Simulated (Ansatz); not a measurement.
# CH₂Cl radical (SMILES [CH2]Cl): functionals against CCSD(T) at one geometry

One table from this session's results is given with a row withheld; the runs are named, their logs left out.

Computed with Ansatz 0.2.0, Gaussian basis. Level: single points in def2-TZVPP.

Cores are frozen in the correlated methods. Orbitals are unrestricted.

## Where the work starts

SMILES `[CH2]Cl`, 4 atoms, charge 0, spin multiplicity 2.

Atoms are counted from 1 here; the program's logs count them from 0.

Bond lengths: C1–Cl2 1.747 Å, C1–H3 1.030 Å, C1–H4 1.081 Å. Angles: Cl2–C1–H3 117.8°, Cl2–C1–H4 116.5°, H3–C1–H4 124.7°.

As a file:

```xyz
4
CH2Cl
C     0.05310   -0.21950   -0.06420
Cl   -0.34150    1.22360    0.83760
H    -0.58450   -1.02450    0.01590
H     0.84020   -0.12900   -0.79980
```

The first run:

Contents of run/in.yaml:

```yaml
crystal:
  periodic: [false, false, false]
  atoms:
    - {symbol: C, position_ang: [0.053100, -0.219500, -0.064200]}
    - {symbol: Cl, position_ang: [-0.341500, 1.223600, 0.837600]}
    - {symbol: H, position_ang: [-0.584500, -1.024500, 0.015900]}
    - {symbol: H, position_ang: [0.840200, -0.129000, -0.799800]}
basis:
  gaussian: {orbitals: def2-TZVPP}
magnetization: {spin_polarized: true, initial_magnetization: 1}
correlation: {method: ccsd_t}
scf: {omitted_lower_state_checks: [cluster_reference]}
output: {forces: true}
```

On the command line:

```sh
ansatz run in.yaml --threads 4 --pin off --events-out ev --progress --plain --max-ram 5222MiB
```

Among the steps run: CCSD(T)/def2-TZVPP; PBE0-D4/def2-TZVPP; wB97M-V/def2-TZVPP; r2SCAN-D4/def2-TZVPP; PBE-D4/def2-TZVPP; BLYP-D4/def2-TZVPP; revPBE-D4/def2-TZVPP.

One table of the session follows, with a row left open; its other results are not shown here.

```
   method  RMS force component (eV/Å)  angle to CCSD(T) forces (°)  dipole (D)
  CCSD(T)                       0.995                    reference        1.18
  PBE0-D4                       1.087                          5.1        1.23
  wB97M-V                       1.021                          3.7        1.18
r2SCAN-D4                           ?                            ?           ?
   PBE-D4                       1.082                          6.3        1.05
  BLYP-D4                       0.956                          8.6        1.02
revPBE-D4                       1.051                          7.4        1.06
```

Estimate the missing values for r2SCAN-D4.

The run gave: RMS force component (eV/Å): 1.015; angle to CCSD(T) forces (°): 1.6; dipole (D): 1.25. In the column «RMS force component (eV/Å)» it lies between CCSD(T) (0.995) and wB97M-V (1.021).
